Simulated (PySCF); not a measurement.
Molfile (atoms numbered from 1):
```
C5H5P
     RDKit          3D

 11 11  0  0  0  0  0  0  0  0999 V2000
   -0.0365    1.1968   -0.0365 C   0  0  0  0  0  0  0  0  0  0  0  0
   -1.2374    0.4863   -0.0035 C   0  0  0  0  0  0  0  0  0  0  0  0
   -1.2993   -0.9021    0.0641 C   0  0  0  0  0  0  0  0  0  0  0  0
    0.0700   -1.9708    0.1187 P   0  0  0  0  0  0  0  0  0  0  0  0
    1.3642   -0.8125    0.0654 C   0  0  0  0  0  0  0  0  0  0  0  0
    1.2093    0.5686   -0.0031 C   0  0  0  0  0  0  0  0  0  0  0  0
   -0.0731    2.2877   -0.0902 H   0  0  0  0  0  0  0  0  0  0  0  0
   -2.1741    1.0525   -0.0326 H   0  0  0  0  0  0  0  0  0  0  0  0
   -2.2887   -1.3718    0.0853 H   0  0  0  0  0  0  0  0  0  0  0  0
    2.3831   -1.2144    0.0873 H   0  0  0  0  0  0  0  0  0  0  0  0
    2.1059    1.1964   -0.0323 H   0  0  0  0  0  0  0  0  0  0  0  0
  1  2  2  0
  2  3  1  0
  3  4  2  0
  4  5  1  0
  5  6  2  0
  6  1  1  0
  1  7  1  0
  2  8  1  0
  3  9  1  0
  5 10  1  0
  6 11  1  0
M  END
```

Geometry: PBE0-D3(BJ)/def2-SVP; GIAO shifts from PySCF 2.14, gas phase, non-relativistic, averaged over equivalent atoms.

At BHandHLYP/pcSseg-2 (293 basis functions, 32 s wall time on 1 thread of an Arm Neoverse V2, shared host):
| atoms | δ (ppm) |
| --- | --- |
| C3/C5 | 173.9 |
| C2/C6 | 145.7 |
| C1 | 140.0 |
| P4 | 238.8 |
| H9/H10 | 9.10 |
| H8/H11 | 8.12 |
| H7 | 7.70 |

δ = σ(ref) − σ, references computed at the same level: 13C (σref 184.26), 1H (σref 31.45) vs TMS; H3PO4 for 31P (σref 303.59).

Question: Predict the values at wB97X-D/pcSseg-2 on the same geometry.

Answer: 
```csv
atoms,δ at wB97X-D/pcSseg-2,change
C3/C5,173.1,-0.8
C2/C6,145.5,-0.2
C1,139.9,-0.1
P4,228.5,-10.3
H9/H10,9.21,+0.11
H8/H11,8.17,+0.05
H7,7.75,+0.05
```

Chemical shifts δ = σref − σ; 13C (σ = 184.42 ppm) and 1H (σ = 31.36 ppm) against TMS; H3PO4 for 31P (σ = 293.07 ppm), all at this level.

The largest change is at P4 (phosphorus bonded to 2 C, in a 6-membered ring). Cost: 293 basis functions, 40 s wall time on 1 thread of an Arm Neoverse V2, shared host. The order of the carbon signals is the same at both levels.

Experimental scales use liquid or dissolved standards, which lie at an offset from isolated H3PO4.
